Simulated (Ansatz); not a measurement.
The same path of AlClH2O (5 atoms, charge 0, multiplicity 1) was run 3 times with different band settings. Lost on the way: O1–H4, Al2–H5. Made: H4–H5.

Theory: RKS PBE/def2-SVP in Ansatz 0.2.0.

Relaxed end points:

```xyz
5
Properties=species:S:1:pos:R:3
O -1.118 0.381 -0.520
Al 0.444 0.173 0.144
Cl 1.143 -1.753 0.680
H -1.750 -0.338 -0.684
H 1.331 1.463 0.338
```

```xyz
5
Properties=species:S:1:pos:R:3
O -1.773 -0.408 -0.681
Al -0.326 -0.773 -0.045
Cl 1.446 -1.525 0.774
H -0.010 1.329 -0.195
H 0.713 1.303 0.105
```

Common settings: spring 5.0 eV/Å²; optimiser quadratic models (default); start path through a guess of the saddle point; force threshold 0.03 eV/Å; end points relaxed.

| run | movable images | climbing image | iteration limit |
| --- | --- | --- | --- |
| 1 | 7 | yes | 60 |
| 2 | 7 | yes | 10 |
| 3 | 6 | no | 60 |

What does each run give, and how far can it be trusted?

Run 1: converged after 12 iterations, highest image 2.700 eV above the first end. The profile has 2 maxima (images 2, 7) with wells between them (image 3): this band takes more than one step, which may be the mechanism or a detour left from its start path. A vibrational analysis at the climbing image gives one clearly imaginary mode, 618i cm⁻¹: a first-order saddle point.
Run 2: not converged after 10 iterations, highest image 2.701 eV above the first end. The band didn't meet its force threshold, so its energies are provisional: the largest band force was still 0.11 eV/Å, and over the last iterations the top stayed at 2.71 eV.
Run 3: converged after 15 iterations, highest image 2.656 eV above the first end. The profile has 2 maxima (images 1, 6) with wells between them (image 2): this band takes more than one step, which may be the mechanism or a detour left from its start path. Neighbouring images differ by up to 1.6 eV, so the band resolves the path poorly. No image climbed, so the highest image needn't sit at the top of the path.
The orbitals stay closed-shell, which can raise the energy where a bond breaks towards radicals; this wasn't checked here.
